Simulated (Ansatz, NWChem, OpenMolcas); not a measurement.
**Strength of the C–Mg bond: CH3Mg → CH3 + Mg**

Species: CH3Mg `[CH3][Mg]`, doublet; CH3 (methyl radical) `[CH3]`, doublet; Mg atom, singlet. 

Shapes, held fixed at every level: PBE0-D4/def2-TZVP. Programs: Ansatz 0.2.0, NWChem 7.3.0, OpenMolcas 26.06. A level may come from different programs for different species; with the same settings they agree closely. The zero-point and thermal change to 298 K, harmonic and unscaled (PBE0-D4/def2-TZVP), is -4.9 kJ/mol.

| level | kind | ΔH(298 K) (kJ/mol) | less CCSD/def2-TZVPP |
| --- | --- | --- | --- |
| HF/def2-SVP | Hartree–Fock | +49.5 | -39.3 |
| B3LYP/6-31G* (Cartesian functions) | global hybrid | +95.0 | +6.2 |
| r2SCAN0-D4/def2-TZVPP | global hybrid | +109.8 | +21.0 |
| wB97M-V/def2-TZVPP | range-separated hybrid | +94.9 | +6.1 |
| wB97X-V/def2-TZVPP | range-separated hybrid | +111.8 | +23.0 |
| MP2/def2-SVP | perturbation theory | +109.2 | +20.4 |
| CCSD/def2-TZVPP | coupled cluster or CI | +88.8 | 0.0 |

The highest level, CCSD/def2-TZVPP, gives ΔH(298 K) = +88.8 kJ/mol; the levels span +49.5 to +111.8. A fragment pairs its electrons up again, so this isn't a typical strength of such a bond. The column of differences is taken from that level and isn't an error. No measured value is set beside it here. Open shells run unrestricted unless RO is named. Correlated rows may include outer-core shells of Mg, which these sets cover unevenly.
